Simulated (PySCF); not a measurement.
# C5H11Cl (2-chloro-3-methylbutane): the cost of one run

Computed with PySCF 2.14.0 and routines of our own; the level stands in each step. Atoms count from 0.

### Step 1. The starting structure

17 atoms, charge 0, multiplicity 1; geometry from: GFN2-xTB.

### Step 2. Relaxing the molecule at PBE0-D3(BJ)/def2-SVP

What the job is given:

```
{"job": {"xc": "PBE0", "basis": "def2-SVP", "d3": "d3bj", "grid": 2, "kind": "geom"}, "charge": 0, "multiplicity": 1}
C     -1.478459     1.223316    -0.147860
C     -0.441854     0.223592     0.363181
C     -0.984868    -1.198923     0.218216
C      0.879811     0.377724    -0.394977
C      1.960710    -0.604000     0.024232
Cl     1.520079     2.037106    -0.122958
H     -2.407662     1.115528     0.406201
H     -1.683155     1.050218    -1.202675
H     -1.124946     2.243655    -0.027475
H     -0.253809     0.423334     1.423653
H     -1.980966    -1.254470     0.650481
H     -1.052909    -1.475626    -0.831827
H     -0.354847    -1.920583     0.730310
H      0.701221     0.310148    -1.472179
H      2.098509    -0.580321     1.103088
H      1.691365    -1.612598    -0.278993
H      2.904781    -0.346071    -0.450329
```

Started as:

```bash
$ OMP_NUM_THREADS=1 python excited_run.py task.json out
```

The driver reads the jobs from task.json and runs them one after another.

**Question.** How long does this first job take on 1 thread of Intel Xeon 6975P-C, shared host, and how much memory does it need?

About 30 s, with a peak of 0.72 GiB.
